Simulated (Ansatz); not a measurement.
# H$_{3}$O⁺, triplet in 6-31G: errors against full CI

Geometry: that of the H3O⁺, singlet, kept fixed. The singlet lies 11.1 eV lower here.

```json
{"atom": "O", "x (Å)": "0.0002", "y (Å)": "-0.0001", "z (Å)": "-0.0419"}
{"atom": "H", "x (Å)": "0.9410", "y (Å)": "0.0142", "z (Å)": "0.2253"}
{"atom": "H", "x (Å)": "-0.4835", "y (Å)": "0.8094", "z (Å)": "0.2180"}
{"atom": "H", "x (Å)": "-0.4600", "y (Å)": "-0.8219", "z (Å)": "0.2221"}
```

Basis 6-31G; Ansatz 0.2.0. Correlated methods freeze the noble-gas cores, which leaves 8 electrons in 14 orbitals. R marks a restricted (for open shells ROHF) determinant, U an unrestricted one. Active spaces: valence = (8e, 7o) chosen from the atoms' valence shells.

Full CI is exact within this basis and frozen core; it isn't the basis-set limit. The frozen core follows each run's orbitals, which can shift R against U totals by a few meV.

For open shells CISD and CISDTQ are restricted-active-space CI with the open shells as a complete middle space.

- UHF ⟨S²⟩: 2.002
- T1 diagnostic (RCCSD): 0.0094
- largest doubles amplitude (RCCSD): 0.037
- T1 diagnostic (UCCSD): 0.0077

```csv
level,E − E(full CI) (mEh),share of correlation (%),wall time
RHF,117.91,0.00,–
UHF,116.39,1.29,–
RMP2,15.32,87.00,–
UMP2,15.47,86.88,–
CISD,4.79,95.94,0.18 s
RCCSD,1.81,98.46,–
UCCSD,1.78,98.49,–
RCCSD(T),0.46,99.61,0.24 s
UCCSD(T),0.45,99.62,0.24 s
BCCD(T),0.45,99.62,0.27 s
RCCSDT,0.20,99.83,–
UCCSDT,0.20,99.83,–
CISDTQ,0.08,99.93,0.54 s
RCCSDT(Q),0.02,99.99,1.4 s
UCCSDT(Q),0.01,99.99,1.3 s
RCCSDTQ,0.01,99.99,9 s
UCCSDTQ,0.00,100.00,8.5 s
CASSCF (valence space),63.67,46.00,–
NEVPT2 (valence space),11.26,90.45,0.39 s
MRCISD (valence space),1.72,98.54,–
MRCISD+Q (valence space),0.39,99.67,0.75 s
```

The correlation energy at full CI, counted from RHF, is -3.209 eV. That run took 1.6 s on 1 thread of Intel Xeon 6975P-C, shared host over 501,761 determinants.

Times hold each run's SCF and search for its determinant on a shared host, so for small cases they say little of a method's own cost; they ran on 1 thread of Intel Xeon 6975P-C.

The full-CI state has the irrep A' of Cs, in the program's axes (one component, if the state is degenerate).

Natural occupations of full CI about the gap: 1.988 1.972 1.972 0.998 0.991 0.027 0.027 0.009 0.006 0.003; effectively unpaired electrons, Σ n²(2−n)², 2.01.
